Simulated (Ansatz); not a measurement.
Property card for W3O8

Method: DFT r2SCAN, scalar-relativistic, plane waves, PAW in Ansatz.

Cutoff 500 eV; k points 8×8×10 on the computed 11-atom cell (Γ-centred); Gaussian smearing, width 0.10 eV; collinear spin from starting moments 0 0 0.45 0 0 0 0 0 0 0 0 μB.

The structure is relaxed at this level of theory with its symmetry kept. Whether it is the stable form of this composition wasn't checked.

```cif
data_structure
_symmetry_space_group_name_H-M 'Cmmm'
_symmetry_Int_Tables_number 65
_cell_length_a 6.3644
_cell_length_b 10.4449
_cell_length_c 3.7809
_cell_angle_alpha 90.000
_cell_angle_beta 90.000
_cell_angle_gamma 90.000
_cell_volume 251.34
loop_
_atom_site_label
_atom_site_type_symbol
_atom_site_symmetry_multiplicity
_atom_site_Wyckoff_symbol
_atom_site_fract_x
_atom_site_fract_y
_atom_site_fract_z
_atom_site_occupancy
W1 W 4 i 0.50000 0.81572 0.00000 1
W2 W 2 a 0.00000 0.00000 0.00000 1
O1 O 8 p 0.18628 0.84921 0.00000 1
O2 O 2 b 0.50000 0.00000 0.00000 1
O3 O 2 d 0.00000 0.00000 0.50000 1
O4 O 4 j 0.50000 0.18937 0.50000 1
```

| Quantity | Value |
| --- | --- |
| Space group | Cmmm (No. 65) |
| Volume per atom | 77.1 bohr³ |
| Formation energy from the elements' standard states (uncorrected) | -2.233 eV/atom |
| Generalised Kohn–Sham band gap | none (metal) |
| Density of states at the Fermi level | 2.69 states/eV per cell |
| Löwdin character within 0.5 eV of the Fermi level | W 5d 81 %, O 2p 16 % |
| Total moment | 1.07 μB per cell |
| Site moments (μB; atoms counted from 1 over the whole cell) | W (atom 1) 0.04, W (atom 2) 0.04, W (atom 3) 0.41 |

The state reached may not be the lowest one. Spin-orbit coupling is left out, which matters for the bands of heavy elements.

Only this magnetic start was tried.

Cost: 1 run of about 9.3 core-minutes, on Oxide Virtual Turin-like Processor (Zen 5) (shared hosts).